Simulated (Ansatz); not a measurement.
# NH4+ (singlet): from Hartree-Fock to the top rungs at distance N1–H4 = 0.809 Å, 6-31G

How much of the correlation energy of NH4+ (singlet) does each wave-function method recover here?

The runs use Ansatz 0.2.0, Gaussian basis; 6-31G, core rule «outside noble gas», up to 1 orbitals frozen.

Plan: UHF; CCSD(T) on RHF; BCCD(T) on RHF; CISD; CCSDT(Q) on RHF; CISDTQ; CCSDTQ on RHF; CASSCF and MRCISD+Q, 2 electrons in 2 orbitals; CASSCF and NEVPT2, 2 electrons in 2 orbitals; CASSCF and MRCISD+Q, 8 electrons in 8 orbitals; CASSCF and NEVPT2, 8 electrons in 8 orbitals; Full CI.

18 further runs of the same task are left out: 15 that didn't finish, 3 set aside as unsound or not needed.

## (1) What is computed

The geometry derives from a PBE0/def2-TZVP stationary point (not a proven minimum). One bond is set to the value named and the two fragments are kept rigid.

5 atoms, charge 1, spin multiplicity 1.

Atoms are counted from 1 here; the program's logs count them from 0.

Bond lengths: N1–H2 1.024 Å, N1–H3 1.024 Å, N1–H4 0.809 Å, N1–H5 1.024 Å. Angles: H2–N1–H3 109.5°, H2–N1–H4 109.5°, H2–N1–H5 109.5°, H3–N1–H4 109.5°, H3–N1–H5 109.5°, H4–N1–H5 109.5°.

## (2) UHF

The input, in.yaml:

```yaml
crystal:
  periodic: [false, false, false]
  atoms:
    - {symbol: N, position_ang: [-0.006899, 0.006906, -0.006961]}
    - {symbol: H, position_ang: [0.583444, 0.599208, 0.583253]}
    - {symbol: H, position_ang: [-0.599820, -0.581340, 0.584723]}
    - {symbol: H, position_ang: [-0.472417, 0.472910, -0.476656]}
    - {symbol: H, position_ang: [0.584662, -0.586748, -0.594591]}
basis:
  gaussian: {orbitals: 6-31G}
total_charge: 1
magnetization: {spin_polarized: true, initial_magnetization: 0}
hamiltonian: {xc: hf}
output: {orbitals: {seedname: orbitals}}
```

Launch:

```bash
$ ansatz run in.yaml --threads 1 --pin off --events-out ev --progress --plain --max-ram 2393MiB
```

After this run come: CCSD(T) on RHF; BCCD(T) on RHF; CISD; CCSDT(Q) on RHF; CISDTQ; CCSDTQ on RHF; CASSCF and MRCISD+Q, 2 electrons in 2 orbitals; CASSCF and NEVPT2, 2 electrons in 2 orbitals; CASSCF and MRCISD+Q, 8 electrons in 8 orbitals; CASSCF and NEVPT2, 8 electrons in 8 orbitals; Full CI.

**Question.** What will the summary of the whole plan be? Wanted: FCI below the RHF energy; RMP2 from FCI; RCCSD from FCI; RCCSD(T) from FCI; RCCSDT(Q) from FCI; NEVPT2 pair from FCI; MRCISD+Q pair from FCI; NEVPT2 valence from FCI; T1 diagnostic.

The runs gave:

```
                         quantity                                                                                                          value
         FCI below the RHF energy                                                                                                     -3.4552 eV
                    RMP2 from FCI                                                                                                +10.20 kcal/mol
                   RCCSD from FCI                                                                                                 +0.92 kcal/mol
                RCCSD(T) from FCI                                                                                                 +0.21 kcal/mol
               RCCSDT(Q) from FCI                                                                                                  0.00 kcal/mol
             NEVPT2 pair from FCI                                                                                                 +8.27 kcal/mol
           MRCISD+Q pair from FCI                                                                                                 +0.39 kcal/mol
          NEVPT2 valence from FCI                                                                                                 +4.01 kcal/mol
levels within 1 kcal/mol (43 meV)  RCCSD, RCCSD(T), BCCD(T), RCCSDT, CISDTQ, RCCSDT(Q), RCCSDTQ, MRCISD+Q pair, MRCISD valence, MRCISD+Q valence
                    T1 diagnostic                                                                                                          0.006
   effectively unpaired electrons                                                                                                           0.02
```

What this shows: RCCSD(T) misses by +0.21 kcal/mol, 0.3 % of the correlation energy. One determinant dominates. Of the multireference levels listed MRCISD+Q valence comes nearest in total energy (+0.01 kcal/mol), which doesn't show that its space is the better one. These misses are within one basis, not against nature.
